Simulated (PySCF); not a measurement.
## P: ionisation energy

P [Ne] 3s2 3p3 (4S) → P⁺ [Ne] 3s2 3p2 (3P), as a difference of total energies. Computed with PySCF 2.14 in aug-cc-pVDZ-DK, with the spin-free X2C one-electron Hamiltonian (Gaussian nucleus). Correlated levels: valence: [Ne] frozen. The calculations carry no spin-orbit coupling.

| method | ionisation energy (eV) |
| --- | --- |
| UHF | 9.930 |
| M06-2X | 10.324 |
| PBE0 | 10.538 |
| MP2 (valence) | 10.382 |
| SCS-MP2 (valence) | 10.225 |
| CCSD (valence) | 10.314 |
| CCSD(T) (valence) | 10.328 |

Errors of the correlated levels include the incompleteness of this basis and the frozen core.

**Question.** Which method comes closest to the reference value, and which is furthest?

**Answer.** The reference is 10.526 eV (measured; NIST levels, between the centres of gravity of the two terms). Closest: PBE0 (error 0.012 eV); furthest: UHF (error -0.596 eV).
